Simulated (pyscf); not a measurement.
PySCF, gas phase, ωB97X-D3(BJ)/def2-SVP geometries. Correlated levels are frozen-core, on RHF or UHF. ΔMP2 is the change of the MP2 total energy from the triple- to the quadruple-zeta basis.

Q: For the elementary gas-phase step :HC–CH₂–I [singlet] -> HI + acetylene (HC≡CH) (singlet surface; C–I, C–H broken, H–I formed), what barrier and reaction energy does CCSD(T)/def2-TZVPP + ΔMP2(QZVPP) give, measured from the reactant's lowest minimum found?

A: ΔE‡ = 4.2 kcal/mol, ΔE = -39.9 kcal/mol. Zero-point energy shifts the barrier by -1.6 kcal/mol. It is a 1,1-elimination, with an imaginary mode of 840i cm⁻¹. The same reactants have a lower exit, to •HC=CH₂ + I• (no saddle counted: cutting one bond costs -2.0 kcal/mol at ωB97M-D3(BJ), against +10.9 kcal/mol here). :HC–CH₂–I [singlet] is an excited spin state, 3.5 kcal/mol over the triplet at ωB97X-D3(BJ). :HC–CH₂–I [singlet] lies 72.2 kcal/mol over its isomer H₂C=CH–I, and others may lie lower still (electronic energy, ωB97M-D3(BJ)). One saddle was located; it need not be the lowest between these sides. A restricted solution here is unstable towards spin polarisation, so biradical character is likely and single-reference numbers are less safe. The CCSD(T) − MP2 part came from Ansatz, without density fitting, on the same reference. The largest closed-shell T1 diagnostic is 0.035, which may signal static correlation. The frozen core leaves the outer d or s,p core shells of the metals and heavy elements correlated in the MP2 and CC values, and def2-TZVPP describes them poorly, which can shift differences by a few kcal/mol. Elements past Kr carry the def2 core potentials, without spin-orbit coupling.
